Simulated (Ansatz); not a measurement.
System: bcc V. Method: PBE (PAW; Ansatz, an electronic-structure program).

Settings: plane-wave cutoff 520 eV, 26×26×26 k mesh, Fermi–Dirac smearing 0.05 eV, no spin polarisation, scalar-relativistic PAW data made under PBE.

Computed at the level's own relaxed cell.

What does this level give for the lattice parameter a and bulk modulus?


- lattice parameter a = 2.997 Å
- bulk modulus = 183 GPa

Measured, for comparison: lattice constant a 3.021 Å (static lattice: zero-point anharmonic expansion removed; as tabulated in Mejia-Rodriguez and Trickey (2018), arXiv:1807.09216); bulk modulus 161 GPa (corrected for temperature and zero-point phonon effects, our sources range from 159 to 166; as tabulated in Levämäki et al. (2014), arXiv:1402.3671). Computed (rounded) less measured: lattice constant a -0.8 %, bulk modulus +14 % (+10 % to +15 % over the range).

Note: the run has no spin polarisation, so it can have missed a magnetic state; the bulk modulus is −V dP/dV from two relaxed cells at ±2 % in volume.

The computed numbers hold no vibrational or temperature effects.

It cost very roughly 26 core-seconds of CPU time.
